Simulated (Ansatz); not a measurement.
Input file:

```yaml
crystal:
  periodic: [false, false, false]
  atoms:
    - {symbol: Nb, position_ang: [0.000000, 0.000000, 0.000000]}
    - {symbol: N, position_ang: [0.000000, 0.000000, 1.644600]}
basis:
  gaussian: {orbitals: def2-mTZVP}
magnetization: {spin_polarized: true, initial_magnetization: 2}
hamiltonian: {pseudopotentials: {relativity: none}}
correlation: {method: mp2, electrons: outside_noble_gas}
```

```sh
$ ansatz run in.yaml --threads 1 --pin off --events-out ev --progress --plain --max-ram 2393MiB
```

Log:

```
533 factors; integrals over basis functions are off by at most 5.0e-4 eV
mean field evaluation 1: about -3003.1759 eV, gradient 4.7e1 eV
mean field evaluation 2: about -3003.1855 eV, gradient 4.7e1 eV
mean field evaluation 4: about -3013.1451 eV, gradient 3.9e0 eV
mean field evaluation 8: about -3013.4021 eV, gradient 9.5e-1 eV
mean field evaluation 16: about -3013.6890 eV, gradient 1.3e-4 eV
mean field evaluation 32: about -2978.1181 eV, gradient 9.4e1 eV
mean field evaluation 64: about -3009.5460 eV, gradient 2.7e1 eV
mean field evaluation 96: about -3005.5311 eV, gradient 4.0e0 eV
mean field evaluation 128: about -3012.5927 eV, gradient 9.1e0 eV
mean field evaluation 160: about -3013.6878 eV, gradient 2.5e-1 eV
mean field evaluation 192: about -3013.0357 eV, gradient 2.7e-5 eV
mean field evaluation 224: about -3011.4685 eV, gradient 4.0e0 eV
mean field evaluation 256: about -3013.0357 eV, gradient 1.7e-4 eV
mean field evaluation 288: about -3013.0357 eV, gradient 6.2e-3 eV
mean field evaluation 320: about -3010.4373 eV, gradient 1.6e0 eV
mean field evaluation 352: about -3013.4382 eV, gradient 9.4e-1 eV
mean field -3013.68900386 eV, -110.7510281400 hartree, gradient 2.4e-6 eV, S^2 2.530474; 22 other end points of the search recorded, 0 dependent functions left out
5 core orbitals not correlated: weight in the atoms' cores, before any rotation towards them, 0.958 or more for the frozen orbitals, at most 0.033 for the correlated occupied ones
reference -3013.68900386 eV, -110.7510281400 hartree; 6, 4 occupied and 41, 43 virtual orbitals, 533 factors
second order -7.11349711 eV of doubles, -0.00000000 eV of singles
Total energy: -3020.80250097 eV, -111.0124443372 hartree
```

Ran on 1 thread of Intel Xeon, shared host: 22 s wall, 0.15 GiB peak host memory.
